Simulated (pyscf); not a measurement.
# Concerted two-bond exchange: HZn–SeH + hydrogen (H₂) → HZn–SeH + hydrogen (H₂)

Gas phase, singlet surface, charge 0. Bonds broken: Zn1–H5, H2–H3. Bonds formed: Zn1–H2, H3–H5. PySCF, gas phase, ωB97X-D3(BJ)/def2-SVP geometries.

Transition state (Å):

```xyz
6

Zn     0.9071    -0.1308     0.1268
H      2.2802     0.9371    -0.0395
H      2.2316     0.3546     0.9272
Se    -0.9376    -0.7881    -1.0087
H      1.7583    -0.3831     1.6359
H     -1.3626    -1.7000     0.0594
```

One imaginary mode, 1640i cm⁻¹; descent along it reached the two sides named.

```json
[
 {"bond": "Zn1–H5", "change": "breaks", "reactant side (Å)": "1.541", "saddle": "1.751", "product side": "2.8"},
 {"bond": "H2–H3", "change": "breaks", "reactant side (Å)": "0.762", "saddle": "1.130", "product side": "3.0"},
 {"bond": "Zn1–H2", "change": "forms", "reactant side (Å)": "2.7", "saddle": "1.747", "product side": "1.540"},
 {"bond": "H3–H5", "change": "forms", "reactant side (Å)": "3.0", "saddle": "1.127", "product side": "0.762"}
]
```

Electronic energies relative to the separated reactants (eV):

```json
[
 {"level": "ωB97X-D3(BJ)/def2-TZVP", "barrier": "1.76", "reaction energy": "0.00", "reverse barrier": "1.76"},
 {"level": "PBE/def2-TZVP", "barrier": "1.57", "reaction energy": "0.00", "reverse barrier": "1.57"},
 {"level": "r²SCAN/def2-TZVP", "barrier": "1.58", "reaction energy": "0.00", "reverse barrier": "1.58"},
 {"level": "B3LYP-D3(BJ)/def2-TZVP", "barrier": "1.77", "reaction energy": "0.00", "reverse barrier": "1.77"},
 {"level": "PBE0-D3(BJ)/def2-TZVP", "barrier": "1.61", "reaction energy": "0.00", "reverse barrier": "1.61"},
 {"level": "M06-2X/def2-TZVP", "barrier": "1.80", "reaction energy": "0.00", "reverse barrier": "1.80"},
 {"level": "ωB97M-D3(BJ)/def2-TZVP", "barrier": "1.78", "reaction energy": "0.00", "reverse barrier": "1.78"},
 {"level": "HF/def2-TZVP", "barrier": "2.23", "reaction energy": "0.00", "reverse barrier": "2.23"}
]
```

With ωB97M-D3(BJ)/def2-TZVP energies and thermal terms (ideal gas, 1 atm, RRHO with modes under 100 cm⁻¹ raised to 100, one conformer, R ln 2 for chiral ones without a mode under 150 cm⁻¹), in eV:

```json
[
 {"T (K)": "298", "ΔH‡": "1.79", "ΔG‡": "2.14", "ΔH": "0.00", "ΔG": "0.00"},
 {"T (K)": "600", "ΔH‡": "1.75", "ΔG‡": "2.51", "ΔH": "0.00", "ΔG": "0.00"},
 {"T (K)": "900", "ΔH‡": "1.75", "ΔG‡": "2.90", "ΔH": "0.00", "ΔG": "0.00"},
 {"T (K)": "1200", "ΔH‡": "1.76", "ΔG‡": "3.28", "ΔH": "0.00", "ΔG": "0.00"}
]
```

At the saddle there is also a short H–Zn contact that neither side keeps. This is the saddle that the search found; another between the same sides may lie lower. Elements up to Kr have no core potential and no relativistic terms here.
